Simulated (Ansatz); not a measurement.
Cartesian coordinates (Å):
SMILES: S
```xyz
3

S      0.0433     0.6173     0.0000
H     -0.9892    -0.2408     0.0000
H      0.9458    -0.3765     0.0000
```
Charge 0, multiplicity 1.

Computed with frozen-core CCSD(T)/cc-pVTZ // B3LYP-D3(BJ)/def2-TZVP (Ansatz, an electronic-structure program).

```yaml
HF energy: -398.71287 Ha
MP2 correlation energy: -0.19072 Ha
```

Question: Estimate the CCSD correlation energy, the (T) correction, the total energy and the T1 diagnostic.

Answer: 
```json
{
 "CCSD correlation energy": "-0.21466 Ha",
 "(T) correction": "-0.00787 Ha",
 "CCSD(T) total energy": "-398.93540 Ha",
 "T1 diagnostic": "0.009"
}
```
